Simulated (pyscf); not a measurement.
HF + H₃C–BH–F → F–BH–F + CH₄, a four-centre exchange (singlet surface; F–H, B–C broken, B–F, C–H formed). Single points on ωB97X-D3(BJ)/def2-SVP structures (PySCF, gas phase). Correlated levels are frozen-core, on RHF or UHF. ΔMP2 is the change of the MP2 total energy from the triple- to the quadruple-zeta basis. Energies in kJ/mol from the separated reactants.

AM1 to PM7: differences of heats of formation from MOPAC. 

Problem. In single points PM6 puts the saddle at 101.4 kJ/mol and the reaction energy at -133.6 kJ/mol. Should these be trusted to within a few kcal/mol? Compare with CCSD(T)/def2-TZVPP + ΔMP2(QZVPP).

Solution. CCSD(T)/def2-TZVPP + ΔMP2(QZVPP) gives ΔE‡ = 99.6 kJ/mol and ΔE = -153.2 kJ/mol. PM6 lies 1.7 kJ/mol over it in the barrier and 19.6 kJ/mol over it in the reaction energy, so on this step it does not hold to within 12.6 kJ/mol. CCSD(T)/def2-TZVPP + ΔMP2(QZVPP) has limits of its own. One saddle was located; it need not be the lowest between these sides. The CCSD(T) − MP2 part came from Ansatz, without density fitting, on the same reference.
